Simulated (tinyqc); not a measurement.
CIS on RHF in the sto-3g basis, for H2F+, spin multiplicity 1, step by step. One step of it, computed by the program tinyqc.

Task: CIS singlet states. Diagonalise A (1 hartree = 27.211386 eV); each vector has its largest component positive (the first on a tie). The transition dipole is mu = sqrt2 sum c_ia <i|r|a>.

CIS matrix A, singlet (hartree):
```
           1>6        1>7        2>6        2>7        3>6        3>7        4>6        4>7
1>6  25.923155   0.000000   0.014412   0.000000   0.000000   0.020327  -0.013589   0.000000
1>7   0.000000  25.965959   0.000000   0.040977   0.002757   0.000000   0.000000  -0.018042
2>6   0.014412   0.000000   1.580514   0.000000   0.000000  -0.047911   0.054263   0.000000
2>7   0.000000   0.040977   0.000000   1.655233   0.040280   0.000000   0.000000  -0.029990
3>6   0.000000   0.002757   0.000000   0.040280   0.717167   0.000000   0.000000  -0.036696
3>7   0.020327   0.000000  -0.047911   0.000000   0.000000   0.999881  -0.123275   0.000000
4>6  -0.013589   0.000000   0.054263   0.000000   0.000000  -0.123275   0.633064   0.000000
4>7   0.000000  -0.018042   0.000000  -0.029990  -0.036696   0.000000   0.000000   0.684779
5>6   0.000000   0.000000   0.000000   0.000000   0.000000   0.000000   0.000000   0.000000
5>7   0.000000   0.000000   0.000000   0.000000   0.000000   0.000000   0.000000   0.000000

          5>6       5>7
1>6  0.000000  0.000000
1>7  0.000000  0.000000
2>6  0.000000  0.000000
2>7  0.000000  0.000000
3>6  0.000000  0.000000
3>7  0.000000  0.000000
4>6  0.000000  0.000000
4>7  0.000000  0.000000
5>6  0.499341  0.000000
5>7  0.000000  0.588814
```

dipole integrals <i|r|a> (bohr), order 1>6, 1>7, 2>6, 2>7, 3>6, 3>7, 4>6, 4>7, 5>6, 5>7:
$$\begin{pmatrix}
0.000000 & 0.000000 & -0.029369 \\
0.000000 & 0.042862 & 0.000000 \\
0.000000 & 0.000000 & 0.050918 \\
0.000000 & -0.094966 & 0.000000 \\
0.000000 & 0.843439 & 0.000000 \\
0.000000 & 0.000000 & -0.532951 \\
0.000000 & 0.000000 & 0.380218 \\
0.000000 & -0.580634 & 0.000000 \\
-0.023417 & 0.000000 & 0.000000 \\
0.000000 & 0.000000 & 0.000000
\end{pmatrix}$$

Give: singlet excitation energies; lowest vectors; oscillator strengths 2/3 w |mu|^2.

Result:

singlet excitation energies (eV): [13.5878, 16.0225, 16.1639, 17.9825, 20.0913, 28.0431, 43.2348, 45.1141, 705.4059, 706.5720]

lowest vectors, order 1>6, 1>7, 2>6, 2>7, 3>6, 3>7, 4>6, 4>7, 5>6, 5>7:
$$\begin{pmatrix}
0.0000 & 0.0000 & 0.0003 & 0.0000 & 0.0000 & -0.0010 \\
0.0000 & 0.0000 & 0.0000 & 0.0005 & -0.0004 & 0.0000 \\
0.0000 & 0.0000 & -0.0388 & 0.0000 & 0.0000 & 0.1108 \\
0.0000 & 0.0000 & 0.0000 & 0.0032 & -0.0546 & 0.0000 \\
0.0000 & 0.0000 & 0.0000 & 0.5443 & 0.8378 & 0.0000 \\
0.0000 & 0.0000 & 0.2862 & 0.0000 & 0.0000 & 0.9534 \\
0.0000 & 0.0000 & 0.9574 & 0.0000 & 0.0000 & -0.2805 \\
0.0000 & 0.0000 & 0.0000 & 0.8389 & -0.5433 & 0.0000 \\
1.0000 & 0.0000 & 0.0000 & 0.0000 & 0.0000 & 0.0000 \\
0.0000 & 1.0000 & 0.0000 & 0.0000 & 0.0000 & 0.0000
\end{pmatrix}$$

oscillator strengths 2/3 w |mu|^2: [0.0004, 0.0000, 0.0348, 0.0007, 1.0388, 0.5098]
